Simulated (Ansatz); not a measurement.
This script for the Python package of Ansatz (0.2.0) starts 2 runs on FH3OSi, SMILES O[SiH2]F. What input does the engine get in each?

The script, `cas_fh3osi.py`:
```python
"""Static correlation in FH3OSi: natural occupations of an active space."""

import logging
import sys

import ansatz

logging.basicConfig(stream=sys.stdout, format="%(levelname)s %(message)s")
logger = logging.getLogger("run")
logger.setLevel(logging.INFO)

GEOMETRY = """
O    -0.87060    0.11970   -0.89340
Si    0.37620    0.08300    0.11780
F    -0.09210   -0.86610    1.31390
H    -1.60540   -0.34540   -0.60870
H     1.54120   -0.50940   -0.60750
H     0.69270    1.45420    0.63170
"""

fh3osi = ansatz.Crystal.molecule()
for line in GEOMETRY.strip().splitlines():
    symbol, *xyz = line.split()
    fh3osi = fh3osi.atom(symbol, [float(v) for v in xyz])

setup = fh3osi.calculation().basis(gaussian="6-31G*").correlation(active_electrons=4, active_orbitals=4)
for method in [None, "sc_nevpt2"]:
    report = (setup if method is None else setup.correlation(method)).run(threads=1, pin="off").report
    space = report["configurations"]
    state = space["states"][0]
    print(method or "casscf", f"total {report['free_energy_ev'] / 27.211386246:.6f} Ha, active-space state {state['energy']['hartree']:.6f} Ha, mean field {report['reference_energy_ev'] / 27.211386246:.6f} Ha")
    print("  determinants", state["n_determinants"], " natural occupations", [round(n, 3) for n in space["natural_occupations"]])
```

Run 1:
```yaml
crystal:
  periodic: [false, false, false]
  atoms:
    - { symbol: O, position_ang: [-0.8706, 0.1197, -0.8934] }
    - { symbol: Si, position_ang: [0.3762, 0.083, 0.1178] }
    - { symbol: F, position_ang: [-0.0921, -0.8661, 1.3139] }
    - { symbol: H, position_ang: [-1.6054, -0.3454, -0.6087] }
    - { symbol: H, position_ang: [1.5412, -0.5094, -0.6075] }
    - { symbol: H, position_ang: [0.6927, 1.4542, 0.6317] }
basis:
  gaussian:
    orbitals: "6-31G*"
correlation:
  active_space:
    window:
      electrons: 4
      orbitals: 4
```

Run 2, against run 1:
```diff
+  method: sc_nevpt2
```

```console
$ python cas_fh3osi.py
casscf total -465.104748 Ha, active-space state -465.104748 Ha, mean field -465.060467 Ha
  determinants 36  natural occupations [1.984, 1.982, 0.018, 0.015]
sc_nevpt2 total -465.479087 Ha, active-space state -465.104747 Ha, mean field -465.060467 Ha
  determinants 36  natural occupations [1.984, 1.982, 0.018, 0.015]
```

What to keep in mind:
- Total energies depend on the basis set; only differences at equal settings carry meaning.
- The geometry is a force-field or estimated start, not a minimum of this method, and the basis set is short of its limit. The active space starts as a window about the frontier orbitals and is then optimised, not chosen by chemistry.
- Run time: 10 s on 1 thread of Arm Neoverse V1, with other jobs on the host, peak memory 0.17 GiB.
